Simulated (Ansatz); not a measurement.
## Hexagonal BN, band gap

Reference value: 6.43 eV (measured, zero-temperature vibrational correction of 0.35 eV (computed, DFT) added back, VBM→CBM, indirect; as tabulated in Hunt et al. (2020), arXiv:2003.06608).

### Question
What do LDA, PBE, rVV10, PBE0, Hartree–Fock give, and how far is each from the reference?

### Answer

```csv
level (code),value (eV),cell (Å³/atom),error (eV)
LDA (Ansatz),4.04 (indirect),9.13,-2.39
PBE (Ansatz),4.24 (indirect),9.13,-2.19
rVV10 (Ansatz),4.16,9.10,-2.27
PBE0 (Ansatz),6.29 (indirect),9.13,-0.14
Hartree–Fock (Ansatz),13.12 (indirect),9.13,+6.69
```

The best agreement in this table is that of PBE0 (-0.14 eV). Hartree–Fock (+6.69 eV) misses by most. Of these only PBE0 lands within 0.2 eV.

Density-functional values are differences of (generalised) Kohn–Sham levels of a static lattice; semilocal ones lie below quasiparticle gaps as a rule. Measured values hold zero-point and thermal shifts unless a correction is named.  rVV10: the gap is read on the k mesh or supercell of the run alone and can be too large. Values are at the measured cell; rVV10 at the level's own equilibrium cell. Cutoffs and k meshes differ between the levels. Ansatz's density-functional and Hartree–Fock values are scalar-relativistic unless marked +SOC, with PAW data made under PBE.

Differences are worked out from the printed values.

Ansatz is a program for electronic structure.
